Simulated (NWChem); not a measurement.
## Basis-set convergence for ammonia (H$_{3}$N)

SMILES: N
```xyz
4

N      0.0015     0.1216     0.0000
H     -0.4714    -0.2778     0.8105
H     -0.4714    -0.2778    -0.8105
H      0.9323    -0.2953     0.0000
```
Charge 0, spin multiplicity 1.

The numbers come from NWChem runs, not from measurements. All single points use one geometry, from PBE0/def2-SVP, a minimum by its harmonic frequencies.

Quantity: vertical ionisation energy at the level ΔPBE (Δ: difference of total energies, the cation a doublet at the parent's geometry with its hole in an orbital of symmetry a' (Cs labels); it is the state that the SCF runs reached, from PBE0 orbitals for Hartree-Fock references, and need not be the lowest).

The Pople sets run with spherical d functions. The stability of the SCF solutions was not checked.

```json
[
 {"basis": "3-21G", "functions": "15", "vertical ionisation energy (eV)": "10.19"},
 {"basis": "6-31G*", "functions": "20", "vertical ionisation energy (eV)": "10.72"},
 {"basis": "6-31+G*", "functions": "24", "vertical ionisation energy (eV)": "10.96"},
 {"basis": "def2-SVP", "functions": "29", "vertical ionisation energy (eV)": "10.71"},
 {"basis": "def2-SVPD", "functions": "44", "vertical ionisation energy (eV)": "11.04"},
 {"basis": "aug-pcseg-1", "functions": "50", "vertical ionisation energy (eV)": "11.09"},
 {"basis": "aug-cc-pVDZ", "functions": "50", "vertical ionisation energy (eV)": "11.05"},
 {"basis": "pcseg-2", "functions": "72", "vertical ionisation energy (eV)": "11.02"},
 {"basis": "def2-TZVPP", "functions": "73", "vertical ionisation energy (eV)": "10.98"},
 {"basis": "def2-QZVP", "functions": "147", "vertical ionisation energy (eV)": "11.03"}
]
```

Smallest basis within 0.2 eV of def2-QZVP, the largest set run: 6-31+G*, with 24 functions against 147 (also within reach: def2-SVPD, aug-pcseg-1, aug-cc-pVDZ, pcseg-2, def2-TZVPP). def2-QZVP isn't the basis-set limit itself, and a small set can land close by cancellation.
